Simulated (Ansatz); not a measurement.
`CCCC(CC)CC`. The species carries charge 0 and has multiplicity 1. The structure was optimised at the PBE0-D4/def2-TZVP level. It is one conformer, not always the lowest.

```xyz
26

C    -2.558   -0.425   -1.891
C    -1.130    0.017   -1.619
C    -0.642   -0.407   -0.243
C     0.829   -0.106    0.041
C     1.251   -0.614    1.420
C     1.221   -2.127    1.571
C     1.182    1.373   -0.138
C     0.399    2.339    0.737
H    -3.247   -0.004   -1.154
H    -2.897   -0.109   -2.881
H    -2.649   -1.514   -1.840
H    -1.064    1.105   -1.722
H    -0.463   -0.400   -2.383
H    -1.266    0.066    0.525
H    -0.810   -1.484   -0.138
H     1.423   -0.660   -0.701
H     2.268   -0.258    1.622
H     0.613   -0.161    2.188
H     0.209   -2.529    1.489
H     1.833   -2.610    0.803
H     1.613   -2.431    2.545
H     1.046    1.651   -1.188
H     2.253    1.493    0.064
H     0.530    2.124    1.800
H     0.729    3.367    0.569
H    -0.673    2.303    0.523
```

(1) What is the dipole moment at ωB97M-V/def2-TZVPP? (Estimate.)

(2) And with PBE, r2SCAN, B3LYP? (An estimate is asked.)

(3) Give the Mulliken charges with ωB97M-V, PBE, B3LYP in def2-TZVPP. (An estimate is asked.)

Results:

(1) Computed: 0.12 D, with components (0.11, 0.03, -0.05) D in this frame, pointing from negative to positive charge.

(2) Computed: PBE 0.13 D, r2SCAN 0.12 D, B3LYP 0.13 D.

(3) Ansatz gave: 
```
atom  ωB97M-V    PBE  B3LYP
  C1    -0.33  -0.26  -0.26
  C2    -0.14  -0.09  -0.09
  C3    -0.23  -0.14  -0.14
  C4    -0.03   0.15   0.13
  C5    -0.17  -0.11  -0.12
  C6    -0.33  -0.27  -0.27
  C7    -0.21  -0.09  -0.10
  C8    -0.31  -0.28  -0.28
  H9     0.10   0.07   0.07
 H10     0.10   0.08   0.08
 H11     0.10   0.07   0.07
 H12     0.08   0.05   0.05
 H13     0.09   0.05   0.05
 H14     0.11   0.05   0.05
 H15     0.10   0.05   0.06
 H16     0.08   0.01   0.02
 H17     0.09   0.05   0.06
 H18     0.09   0.05   0.05
 H19     0.10   0.08   0.07
 H20     0.10   0.07   0.07
 H21     0.11   0.08   0.08
 H22     0.10   0.05   0.06
 H23     0.09   0.05   0.05
 H24     0.10   0.08   0.08
 H25     0.11   0.08   0.08
 H26     0.10   0.07   0.07
```

B3LYP here is the variant with VWN-RPA as its local correlation; programs differ in this.
